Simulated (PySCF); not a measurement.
Compound: C2H3Si (charge -1).
SMILES: `C#C[SiH2-]`

All values: PBE0/pcSseg-1 (PySCF, non-relativistic), on one gas-phase PBE0-D3(BJ)/def2-SVP geometry that isn't relaxed in the solvent. The solvent is an IEF-PCM continuum (van der Waals radii × 1.2). Only the electrostatic response of the medium enters.

| run | E − E(gas) (kcal/mol) | HOMO (eV) | HOMO–LUMO gap (eV) |
| --- | --- | --- | --- |
| gas | 0.00 | -0.05 | 5.56 |
| P | -51.27 | -4.37 | 5.75 |
| Q | -45.18 | -3.87 | 5.72 |

Q: The runs were made in chloroform and dichloromethane. Which run belongs to which solvent?

A: P = dichloromethane, Q = chloroform. The dielectric constants are 4.711 (chloroform), 8.93 (dichloromethane), and the energy falls further as ε rises. In this model the ground state sees the solvent through ε alone.

Q: How constant is the ratio of the lowering to 1 − 1/ε?

A: 
| solvent | 1 − 1/ε | E − E(gas) (kcal/mol) | ratio (kcal/mol) | polarisation term (kcal/mol) |
| --- | --- | --- | --- | --- |
| chloroform | 0.788 | -45.18 | -57.4 | -45.93 |
| dichloromethane | 0.888 | -51.27 | -57.7 | -52.34 |

The ratio changes by +0.7 % in size from chloroform to dichloromethane. The polarisation term is half the interaction of the solute with the induced surface charges.
